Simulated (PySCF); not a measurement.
Can point charges reproduce the dipole moment of `C#CC(=C)CO`?

Coordinates (GFN2-xTB, Å) and charges (e) from the PBE0/pcSseg-1 density (PySCF):

| atom | x | y | z | Mulliken | IAO | Hirshfeld | ESP-fitted |
| --- | --- | --- | --- | --- | --- | --- | --- |
| C1 | 2.393 | -0.802 | -0.872 | -0.3486 | -0.2321 | -0.1056 | -0.3231 |
| C2 | 1.370 | -0.316 | -0.475 | +0.3971 | -0.0294 | -0.0415 | -0.1751 |
| C3 | 0.152 | 0.241 | -0.013 | -0.5413 | -0.0241 | +0.0039 | +0.2693 |
| C4 | 0.095 | 1.451 | 0.537 | -0.0302 | -0.3059 | -0.0930 | -0.5176 |
| C5 | -1.058 | -0.649 | -0.195 | +0.2025 | -0.0471 | +0.0069 | +0.0543 |
| O6 | -2.224 | -0.180 | 0.429 | -0.4486 | -0.5383 | -0.2185 | -0.5812 |
| H7 | 3.293 | -1.218 | -1.217 | +0.0480 | +0.2045 | +0.0936 | +0.2858 |
| H8 | -0.841 | 1.872 | 0.862 | +0.1092 | +0.1577 | +0.0458 | +0.1873 |
| H9 | 0.975 | 2.059 | 0.655 | +0.1170 | +0.1645 | +0.0521 | +0.2239 |
| H10 | -1.297 | -0.713 | -1.263 | +0.1451 | +0.1671 | +0.0538 | +0.1238 |
| H11 | -0.807 | -1.665 | 0.152 | +0.1218 | +0.1343 | +0.0392 | +0.0602 |
| H12 | -2.049 | -0.081 | 1.372 | +0.2280 | +0.3488 | +0.1633 | +0.3925 |

Task: Compute μ = Σ q r for each scheme (1 e·Å = 4.803 D) and compare with the dipole of the full density.

Result: The full density gives (0.98, -0.26, 0.85) D, 1.32 D in size; dipole vectors point from the negative to the positive end.

```
    scheme     μx     μy    μz  size (D)  share of the full size (%)  angle to the full dipole (°)
  Mulliken  -0.80  -0.04  0.65      1.03                          77                            99
       IAO   1.34  -0.54  0.55      1.55                         117                            20
 Hirshfeld   0.22  -0.19  0.43      0.51                          39                            24
ESP-fitted   0.97  -0.28  0.84      1.31                          99                             1
```

Task: Which set comes closest?

Result: Length of the difference vector: ESP-fitted 0.03 D, IAO 0.55 D, Hirshfeld 0.88 D, Mulliken 1.80 D. Closest: ESP-fitted. ESP charges are fitted to the potential around the molecule, whose slowest-falling term is the dipole's. 

Task: What is left for the Hirshfeld atoms' own dipoles?

Result: The shares of the density sum to the whole, so what Σ q r misses lies in dipoles about the nuclei. The atomic dipoles sum to (0.98, -0.26, 0.85) − (0.22, -0.19, 0.43) = (0.76, -0.07, 0.42) D, 0.88 D in size.

Task: With the origin at the mean of the coordinates, (0.000, 0.000, -0.002) Å, which are the largest single terms, by size, of the Hirshfeld dipole along the direction of the full one?

Result: O6 +1.41, H7 +0.86, C1 -0.70, H12 -0.49, H10 -0.42 D; all 12 atoms together +0.47 D. The single terms depend on the origin, their sum doesn't.

Task: Give the size of the full dipole in other units.

Result: 1.32 D = 0.521 au = 0.276 e·Å = 4.42 × 10⁻³⁰ C·m.

The structure is a single GFN2-xTB conformer in the gas phase; no vibrational or solvent corrections.

The values belong to the conformer `[CH:1]#[C:2][C:3](=[CH2:4])[CH2:5][OH:6]`: C2–C3–C5–O6 171°, H–O6–C5–C3 -58°.
